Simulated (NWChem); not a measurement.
A series in which one site is exchanged, each optimised at PBE0/def2-SVP with NWChem, gas phase unless a solvent is named. Some are not confirmed as minima by frequencies. def2 effective core potentials on Zr, Hf; no spin-orbit coupling.

A: [Cl][Hf]([Cl])([Cl])[Cl] (HfCl₄; site = Hf)
B: ClC(Cl)(Cl)Cl (CCl4; site = C)
C: [Cl][Ti]([Cl])([Cl])[Cl] (TiCl₄; site = Ti)
D: [Zr]([Cl])([Cl])([Cl])[Cl] (ZrCl$_{4}$; site = Zr)

Task: Rank them by lowest singlet excitation, PBE0/def2-SVPD, TDA (eV), lowest first.

Result: C (4.22), D (5.50), A (5.95), B (6.06)
